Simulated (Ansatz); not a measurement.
# H₂OSSi (SMILES O=[SiH]S): one structure at several levels

One table from this session's results is given with a row withheld; the runs are named, their logs left out.

Method: single points in def2-TZVPP; program: Ansatz 0.2.0, Gaussian basis.

Cores are frozen in the correlated methods.

## The starting structure

SMILES `O=[SiH]S`, 5 atoms, charge 0, spin multiplicity 1.

Atoms are counted from 1 here; the program's logs count them from 0.

Bond lengths: O1–Si2 1.484 Å, Si2–S3 2.075 Å, Si2–H4 1.532 Å, S3–H5 1.311 Å. Angles: O1–Si2–S3 129.1°, O1–Si2–H4 116.3°, S3–Si2–H4 114.5°, Si2–S3–H5 91.2°.

As a file:

```mol
H2OSSi
  3D, bonds by distance, orders not assigned

  5  4  0  0  0  0  0  0  0  0999 V2000
   -0.9197   -0.7617    1.3285 O   0  0
   -0.5440   -0.2948   -0.0296 Si  0  0
    1.1451    0.7480   -0.6353 S   0  0
   -1.5273   -0.6235   -1.1575 H   0  0
    1.4325    1.0561    0.6061 H   0  0
  1  2  8  0
  2  3  8  0
  2  4  8  0
  3  5  8  0
M  END
```

Set-up of the first run:

File run/in.yaml:

```yaml
crystal:
  periodic: [false, false, false]
  atoms:
    - {symbol: O, position_ang: [-0.919739, -0.761687, 1.328463]}
    - {symbol: Si, position_ang: [-0.544012, -0.294790, -0.029623]}
    - {symbol: S, position_ang: [1.145076, 0.748035, -0.635260]}
    - {symbol: H, position_ang: [-1.527282, -0.623474, -1.157451]}
    - {symbol: H, position_ang: [1.432451, 1.056090, 0.606147]}
basis:
  gaussian: {orbitals: def2-TZVPP}
hamiltonian: {xc: pbe, dispersion: d4}
output: {forces: true}
```

On the command line:

```sh
$ ansatz run in.yaml --threads 2 --pin off --events-out ev --progress --plain --max-ram 3481MiB
```

Among the steps run: PBE-D4/def2-TZVPP; r2SCAN-D4/def2-TZVPP; PBE0-D4/def2-TZVPP; wB97M-V/def2-TZVPP; CCSD(T)/def2-TZVPP.

One table of the session follows, with a row left open; its other results are not shown here.

```
   method  RMS force component (eV/Å)  angle to CCSD(T) forces (°)  dipole (D)
   PBE-D4                       1.226                          9.0        3.11
r2SCAN-D4                       1.009                          4.0        3.21
  PBE0-D4                       0.919                          7.0        3.31
  wB97M-V                           ?                            ?           ?
  CCSD(T)                       1.076                    reference        3.25
```

Estimate the missing values for wB97M-V.

The run gave: RMS force component (eV/Å): 0.936; angle to CCSD(T) forces (°): 7.2; dipole (D): 3.37. In the column «RMS force component (eV/Å)» it lies between PBE0-D4 (0.919) and r2SCAN-D4 (1.009).

Limits of these values: CCSD(T) in triple zeta still lacks some correlation energy of the bonds, so part of these gaps is its own basis error and they don't rank the functionals.
